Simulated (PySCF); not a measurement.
First SCF of a structure search on doublet AlO2, at a hand-made linear geometry. PySCF input:

```python
from pyscf import gto, scf, dft
mol = gto.M(atom='''
Al     0.000000     0.000000     0.000000
O      0.000000     0.000000     1.700000
O      0.000000     0.000000    -1.700000''',
    basis={'Al': 'def2-TZVP', 'O': 'def2-TZVP'},
    charge=0, spin=1)
mf = dft.UKS(mol, xc='PBE0')
mf.grids.atom_grid = (50, 194)
aux = {'Al': 'def2-universal-JKFIT', 'O': 'def2-universal-JKFIT'}
mf = mf.density_fit(auxbasis=aux)
mf.conv_tol = 1e-08
mf.diis_space = 10
mf.max_cycle = 60
mf.init_guess = 'minao'
mf.verbose = 4
mf.kernel()
```

Excerpt of the output (cycles alone):

```
init E= -392.519473531625
cycle= 1 E= -392.390455520945  delta_E= 0.129  |g|= 0.695  |ddm|= 1.38
cycle= 2 E= -391.407900857413  delta_E= 0.983  |g|= 1.64  |ddm|= 1.36
cycle= 3 E= -392.60802190819  delta_E= -1.2  |g|= 0.0384  |ddm|= 0.989
cycle= 4 E= -392.609517197377  delta_E= -0.0015  |g|= 0.0234  |ddm|= 0.0667
cycle= 5 E= -392.609890241073  delta_E= -0.000373  |g|= 0.00502  |ddm|= 0.0238
cycle= 6 E= -392.609948665955  delta_E= -5.84e-05  |g|= 0.00156  |ddm|= 0.0123
cycle= 7 E= -392.609954597058  delta_E= -5.93e-06  |g|= 0.000527  |ddm|= 0.00427
cycle= 8 E= -392.609955302633  delta_E= -7.06e-07  |g|= 0.000157  |ddm|= 0.00168
cycle= 9 E= -392.609955361939  delta_E= -5.93e-08  |g|= 5.52e-05  |ddm|= 0.00055
cycle= 10 E= -392.60995536397  delta_E= -2.03e-09  |g|= 1.03e-05  |ddm|= 7.84e-05
Extra cycle  E= -392.609955363819  delta_E= 1.51e-10  |g|= 2.41e-05  |ddm|= 2.31e-05
converged SCF energy = -392.609955363819  <S^2> = 0.80736157  2S+1 = 2.0565618
```

No lower solution of this spin was found from smeared starts or by a stability analysis within the unrestricted form.

The search for the lowest solution, 3 starts and the stability check together, took 5.8 s on 4 threads of a shared Arm Neoverse V2 host, with 99 basis functions; the process peaked at 0.38 GiB.
